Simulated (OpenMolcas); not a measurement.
# C2H4F2 (1,1-difluoroethane) at HF/ANO-R2 (sfX2C, RICD fitting, fitting threshold 0.001)

Aim: the energy change on altering one bond length of C2H4F2 (1,1-difluoroethane) at HF/ANO-R2 (sfX2C, RICD fitting, fitting threshold 0.001), from 2 runs. 

Program for the calculation: OpenMolcas 26.06.

### 1 The system as given

C2H4F2: 8 atoms, total charge 0, spin state singlet. As SMILES, `CC(F)F`. The coordinates come from a PBE0-D4/def2-TZVP relaxation.

Bond lengths: C1–C2 1.497 Å, C2–F3 1.361 Å, C2–F4 1.361 Å, C1–H5 1.091 Å, C1–H6 1.091 Å, C1–H7 1.090 Å, C2–H8 1.095 Å. Some angles: C1–C2–F3 110.3°, C1–C2–F4 110.3°, F3–C2–F4 107.0°, C1–C2–H8 114.0°, F3–C2–H8 107.5°, F4–C2–H8 107.5°, C2–C1–H5 109.4°, C2–C1–H6 109.9°, C2–C1–H7 109.9°, H5–C1–H6 109.3°.

### 2 A single-point energy at HF/ANO-R2 (sfX2C, RICD fitting, fitting threshold 0.001)

The input, job.inp:

```
&GATEWAY
Coord
8
bohr
C      0.00623610     1.46945103     0.04403062
C     -0.09826576    -1.35720130    -0.01549575
F      1.74894153    -2.34968546     1.47228562
F      0.31785193    -2.21494799    -2.40354266
H      1.85457722     2.10118648    -0.61491688
H     -0.29706495     2.14068175     1.96871668
H     -1.45697884     2.24990792    -1.17918910
H     -1.90125345    -2.14748477     0.62266476
Basis = ANO-R2
Group = NoSym
RICD
CDThreshold = 0.001
&SEWARD
&SCF
PrOrbitals = 1 1
```

Started as:

```bash
$ export MOLCAS_MEM=1860
$ pymolcas job.inp > job.log
```

Output, cut to the lines that bear on the results:

```text
--- Start Module: gateway ---
[...]
--- Stop Module: gateway /rc=_RC_ALL_IS_WELL_ ---
--- Start Module: seward ---
[...]
      Basis functions          188
--- Stop Module: seward /rc=_RC_ALL_IS_WELL_ ---
[...]
--- Start Module: scf ---
[...]
       Convergence after  10 Iterations
[...]
::    Total SCF energy                               -277.2780364975
[...]
      Total spin, S                                     0.0000000000
[...]
      Total electronic charge=   34.000000
      Total            charge=   -0.000000
[...]
      Dipole Moment (debye):
      Origin of the operator (angstrom)=    0.2913   -0.6491   -0.1326
                   X= -1.6125E+00               Y=  1.7589E+00               Z=  6.5699E-01           Total=  2.4750E+00
      Quadrupole Moment (debye*angstrom):
[...]
--- Stop Module: scf /rc=_RC_ALL_IS_WELL_ ---
[...]
```

It took 40 s on 1 thread of Intel Xeon Platinum 8259CL at 2.50GHz (Skylake/Cascade Lake), shared host; peak memory 0.24 GiB.

### 3 The distorted shape, same level

The input, job.inp:

```
&GATEWAY
  Coord
  8
  bohr
  C     -0.91740534     1.96571390    -0.69989031
  C     -1.02190720    -0.86093844    -0.75941668
  F      1.74894153    -2.34968546     1.47228562
  F     -0.60578950    -1.71868512    -3.14746358
  H      0.93093578     2.59744935    -1.35883781
  H     -1.22070638     2.63694462     1.22479575
  H     -2.38062028     2.74617079    -1.92311003
  H     -2.82489489    -1.65122190    -0.12125617
  Basis=ANO-R2
  Group=NoSym
  RICD
  CDThreshold=0.001

&SEWARD

&SCF
  PrOrbitals=1 1
```

Started as:

```bash
$ export MOLCAS_MEM=1860
$ pymolcas job.inp > job.log
```

Output, cut to the lines that bear on the results:

```text
--- Start Module: gateway ---
[...]
--- Stop Module: gateway /rc=_RC_ALL_IS_WELL_ ---
--- Start Module: seward ---
[...]
      Basis functions          188
--- Stop Module: seward /rc=_RC_ALL_IS_WELL_ ---
[...]
--- Start Module: scf ---
[...]
       Convergence after  13 Iterations
[...]
::    Total SCF energy                               -277.1520565862
[...]
      Total spin, S                                     0.0000000000
[...]
      Total electronic charge=   34.000000
      Total            charge=   -0.000000
[...]
      Dipole Moment (debye):
      Origin of the operator (angstrom)=   -0.0568   -0.4621   -0.4130
                   X= -4.2531E+00               Y=  3.5944E+00               Z= -1.7136E+00           Total=  5.8262E+00
      Quadrupole Moment (debye*angstrom):
[...]
--- Stop Module: scf /rc=_RC_ALL_IS_WELL_ ---
[...]
```

It took 44 s on 1 thread of Intel Xeon Platinum 8259CL at 2.50GHz (Skylake/Cascade Lake), shared host; peak memory 0.24 GiB.

### 4 What came out

At HF/ANO-R2 (sfX2C, RICD fitting, fitting threshold 0.001):

| quantity | value |
| --- | --- |
| first shape: total energy | -277.27804 Eh |
| first shape: dipole moment | 2.47 D |
| first shape: HOMO energy | -14.02 eV |
| first shape: LUMO energy | 2.05 eV |
| first shape: HOMO–LUMO gap | 16.07 eV |
| distorted shape: total energy | -277.15206 Eh |
| distorted shape: dipole moment | 5.83 D |
| distorted shape: HOMO energy | -13.35 eV |
| distorted shape: LUMO energy | 1.45 eV |
| distorted shape: HOMO–LUMO gap | 14.81 eV |
| energy change with the C2–F3 bond stretched from 1.361 to 2.041 Å | 3.428 eV |

With the C2–F3 bond stretched from 1.361 to 2.041 Å the energy rises by 3.43 eV (331 kJ/mol). The first shape isn't relaxed at this level, so the change isn't measured from a minimum. Mulliken charges (distorted shape) run from -0.52 on F3 to +0.44 on C2.
